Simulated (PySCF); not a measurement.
**Core-level binding energies of 2,3-dimethylbutane**

2,3-dimethylbutane, C₆H₁₄.
SMILES with atom numbers: `[CH3:1][CH:2]([CH3:3])[CH:4]([CH3:5])[CH3:6]`

The calculation used PySCF, delta-SCF UKS SCAN, pcX-2 on the ionised atom, pcseg-1 elsewhere, spin-free X2C. Binding energies are ΔSCF values: E(core-ionised, relaxed orbitals) − E(ground state) at a fixed geometry, referred to the vacuum level.

List the computed XPS lines with their assignment.

```tsv
atom(s)	bonded to	level	binding energy (eV)	above the level's lowest (eV)	count
C1/C3/C5/C6	C and 3 H	C 1s	290.28	0.00	4
C2/C4	3 C and H	C 1s	290.31	+0.03	2
```

The 2 C 1s values lie within 0.03 eV of each other; Gaussian lines of 0.5 eV full width would blend them into one maximum.

What is the longest wavelength that can ionise C 1s of C1/C3/C5/C6 vertically?

λ = hc/E = 12398.42 eV Å / 290.28 eV = 42.712 Å.

Which photon energy gives electrons from C 1s of C1/C3/C5/C6 a kinetic energy of 100 eV, and what is their de Broglie wavelength?

hν = 290.28 + 100 = 390.28 eV, recoil neglected; λ = 12.264 Å/√(E/eV) = 1.23 Å.

One atom of each set of topologically equivalent atoms was ionised and stands for the set; in this conformer not all members are related by symmetry, and their own values weren't computed. One conformer (not necessarily the lowest) at the PBE0-D3(BJ)/def2-SVP geometry, without solvent, vibrations or thermal averaging.

Conformer computed: `[CH3:1][CH:2]([CH3:3])[CH:4]([CH3:5])[CH3:6]`: C1–C2–C4–C5 65°.
